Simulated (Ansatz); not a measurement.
## One arrangement of a pair

The pair of NH3 (SMILES N, atoms 1–4) and CH6Si (SMILES C[SiH3], atoms 5–12), both closed shells, in one local arrangement (a lower one may exist), relaxed at PBE0-D4/def2-TZVP:

N1  (-0.125, 0.044, -2.615)
H2  (0.795, 0.043, -2.191)
H3  (-0.567, 0.924, -2.382)
H4  (-0.659, -0.694, -2.173)
C5  (-0.478, 0.770, 1.313)
Si6  (0.558, -0.762, 1.043)
H7  (-0.807, 1.184, 0.358)
H8  (0.093, 1.538, 1.840)
H9  (-1.365, 0.539, 1.908)
H10  (-0.220, -1.807, 0.322)
H11  (1.006, -1.333, 2.342)
H12  (1.768, -0.447, 0.235)
(Å)

Ansatz 0.2.0; basis: def2-TZVPPD, with def2-QZVPPD for the basis limit; cores frozen in the correlated methods. B3LYP uses VWN-RPA correlation. Extrapolation: Hartree–Fock as exp(−7.88 √X), correlation as X^−2.97. Interaction energies count from these two fragments, frozen as in the pair, with the counterpoise correction; negative means bound.

Problem. What is the interaction energy by CCSD(T) at an estimated basis limit (MP2 extrapolated from triple and quadruple zeta, plus CCSD(T) − MP2 in triple zeta)? (Judge from chemistry; the value comes from the calculation.)

Solution. The calculation gives: -0.97 kcal/mol. Hartree–Fock alone gives 0.83 kcal/mol at the basis limit, so without correlation the pair would not bind at this distance. It counts from the two fragments frozen as in the pair.

The same quantity by other methods in triple zeta, and each one's difference from that estimate:
```tsv
method	E_int (kcal/mol)	difference
PBE-D4	-1.34	-0.36
revPBE-D4	-0.86	0.11
BLYP-D4	-0.77	0.20
r2SCAN-D4	-1.17	-0.19
B97M-V	-1.17	-0.19
PBE0-D4	-1.16	-0.19
B3LYP-D4	-0.91	0.06
HSE06-D4	-1.16	-0.19
wB97X-V	-1.01	-0.04
wB97M-V	-0.98	-0.01
B2PLYP	-0.02	0.95
HF	0.83	1.80
MP2	-0.66	0.31
CCSD	-0.52	0.45
CCSD(T)	-0.78	0.20
```
Differences are method less estimate.

Problem. Which atoms make the shortest contact between the fragments?

Solution. H2 and H12, 2.66 Å apart.

Basis-set superposition shift (counterpoise-corrected less uncorrected): CCSD(T) 0.31; MP2 0.32; HF 0.07; PBE0-D4 0.10; wB97M-V 0.12 kcal/mol.

No T1 diagnostic of these runs exceeds 0.010.

For scale, one of the runs: CCSD(T)/def2-TZVPPD, 275 basis functions, launched by `ansatz run in.yaml --threads 4 --pin off --events-out ev --progress --plain --max-ram 9574MiB`. Hardware: 4 CPU threads of an Intel Xeon Platinum 8259CL, shared host. Wall time 73 s; peak host memory 7.3 GiB.
